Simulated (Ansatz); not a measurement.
# Worked example: ideal-gas entropy of CH2ClF (chlorofluoromethane)

A singlet with charge 0, relaxed at HF/cc-pVTZ (Ansatz 0.2.0):

```xyz
5

F    -0.9580    0.5534    0.7567
C     0.0851    0.0944    0.0623
Cl   -0.4266   -1.2327   -0.9970
H     0.8247   -0.2940    0.7393
H     0.4749    0.8789   -0.5613
```

Harmonic wavenumbers in cm⁻¹: 415, 808, 1098, 1215, 1378, 1507, 1641, 3258, 3335.

Masses in u: F 18.998, C 12.011, Cl 35.45, H 1.008. Take T = 298.15 K, p = 1 bar, R = 8.3145 J/(mol K), kT/hc = 207.22 cm⁻¹, rigid rotor and harmonic oscillator.

Q: Work out S° at 298 K.

A: 
1. Translation (Sackur–Tetrode): S = R[3/2 ln M + 5/2 ln T − 1.1517] with M = 68.475 gives 161.6 J/(mol K).
2. Rotation: principal moments 11.735, 88.103, 96.622 u Å² give A, B, C = 1.4365, 0.1913, 0.1745 cm⁻¹; the symmetry number is σ = 1; q = (√π/σ)√((kT/hc)³/ABC) = 24144; S = R(ln q + 3/2) = 96.4.
3. Vibration: with u = ν̃/207.22, each mode gives R[u/(eᵘ − 1) − ln(1 − e⁻ᵘ)]; the sum is 5.2, most from 415 cm⁻¹ (3.8), 808 cm⁻¹ (0.8), 1098 cm⁻¹ (0.3).
4. Spin: R ln 1 = 0.0.
5. Sum: 161.6 + 96.4 + 5.2 + 0.0 = 263.2 J/(mol K).

The tabulated value is 264.4 J/(mol K) (CRC Handbook of Chemistry and Physics): the model is off by -1.2. Unscaled Hartree–Fock wavenumbers run high.
